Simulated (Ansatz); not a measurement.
Job for Ansatz (an electronic-structure program): R-CCSD(T)/aug-cc-pV(Q+d)Z on HCl (SMILES Cl). Files ending in .json are basis or fitting sets from the Basis Set Exchange.

Ansatz 0.2 input:
```yaml
crystal:
  periodic: [false, false, false]
  atoms:
    - {symbol: Cl, position_ang: [-1.92526600, 0.00557100, -0.00009700]}
    - {symbol: H, position_ang: [-0.65842700, -0.19370300, 0.00247600]}
basis:
  gaussian:
    orbitals: aug-cc-pV_Q+d_Z.json
magnetization: {spin_polarized: false}
correlation: {method: ccsd_t, electrons: outside_noble_gas}
scf: {lower_state_search: off}
```

Program output:

```
WARN ansatz: RAYON_NUM_THREADS=2 ignored (pool sized by the plan → 2); use --threads N
Functional definition: HF
these checks for a lower state are left out or cut short: stability, starts, cluster_reference, orbital_swaps, neighbouring_geometries, increment
integrals: 0.26 GiB planned
807 factors; integrals over basis functions are off by at most 1.0e-3 eV
mean field: 0.24 GiB planned
mean field evaluation 1: about -12519.8809 eV, gradient 1.0e1 eV
mean field evaluation 2: about -12519.8810 eV, gradient 1.0e1 eV
mean field evaluation 4: about -12520.2733 eV, gradient 1.2e0 eV
mean field evaluation 8: about -12520.2821 eV, gradient 2.3e-5 eV
mean field -12520.28205286 eV, -460.1118788908 hartree, gradient 1.1e-6 eV, S^2 0.000000; 0 other end points of the search recorded, 0 dependent functions left out
5 core orbitals not correlated
reference -12520.28205286 eV, -460.1118788908 hartree; 4, 4 occupied and 126, 126 virtual orbitals, 807 factors
second order -6.13221989 eV of doubles, -0.00000000 eV of singles
coupled cluster: 0.60 GiB planned
cycle   1  -6.49343044 eV  change   -3.6e-1 eV  update   3.9e-2
cycle   2  -6.63214356 eV  change   -1.4e-1 eV  update   1.2e-2
cycle   3  -6.64020848 eV  change   -8.1e-3 eV  update   3.1e-3
cycle   4  -6.63946769 eV  change    7.4e-4 eV  update   8.6e-4
cycle   5  -6.63926041 eV  change    2.1e-4 eV  update   2.0e-4
cycle   6  -6.63921044 eV  change    5.0e-5 eV  update   6.0e-5
cycle   7  -6.63920692 eV  change    3.5e-6 eV  update   1.7e-5
cycle   8  -6.63920782 eV  change   -9.1e-7 eV  update   5.0e-6
perturbative correction -0.27052008 eV, -0.0099414295 hartree
Total energy: -12527.19178077 eV, -460.3658067076 hartree
Checks for a lower state left out: stability, starts, cluster_reference, orbital_swaps, neighbouring_geometries, increment
```

The run converged.

Cost: around 4 core-seconds (rough).
